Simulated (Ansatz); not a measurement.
Reaction: CCl3F (trichloro(fluoro)methane, SMILES FC(Cl)(Cl)Cl) → F (doublet) + CCl3 (SMILES [C](Cl)(Cl)Cl, doublet) (the C-F bond breaks)
Each species at its own B3LYP-D3(BJ)/def2-TZVP minimum (Ansatz, a program for electronic structure).

Total energies in hartree (Ansatz). Open shells are spin-unrestricted; no spin-orbit coupling. Correlated methods leave the cores frozen. No relativity.

```csv
species,HF/cc-pV(T+d)Z,CCSD(T)/cc-pV(T+d)Z,HF/cc-pV(Q+d)Z,CCSD(T)/cc-pV(Q+d)Z,CCSD(T)/cc-pV(D+d)Z,CCSDT(Q)/cc-pV(D+d)Z
"1: CCl3F (trichloro(fluoro)methane, SMILES FC(Cl)(Cl)Cl)",-1515.88535,-1516.95436,-1515.90703,-1517.06877,-1516.59211,-1516.59482
2: F (doublet),-99.40552,-99.62036,-99.41377,-99.65026,-99.52757,-99.52776
"3: CCl3 (SMILES Cl[C](Cl)Cl, doublet)",-1416.38127,-1417.16862,-1416.39496,-1417.25010,-1416.91219,-1416.91470
```

Question: Work out the bond dissociation energy (electronic) in kcal/mol: take Hartree-Fock from cc-pV(Q+d)Z, extrapolate the CCSD(T) correlation energy as X^-3 (X = 3, 4), and add CCSDT(Q) - CCSD(T) in cc-pV(D+d)Z. 1 hartree = 627.51 kcal/mol.

Answer: 
Species 1: correlation (64·(-1.16174) - 27·(-1.06901))/37 = -1.22941; step -0.00271; E1 = -1515.90703 + (-1.22941) + (-0.00271) = -1517.13915
Species 2: correlation (64·(-0.23649) - 27·(-0.21484))/37 = -0.25229; step -0.00019; E2 = -99.41377 + (-0.25229) + (-0.00019) = -99.66625
Species 3: correlation (64·(-0.85514) - 27·(-0.78735))/37 = -0.90461; step -0.00251; E3 = -1416.39496 + (-0.90461) + (-0.00251) = -1417.30208
-1·E1 +1·E2 +1·E3 = 0.17082 hartree = 107.2 kcal/mol.
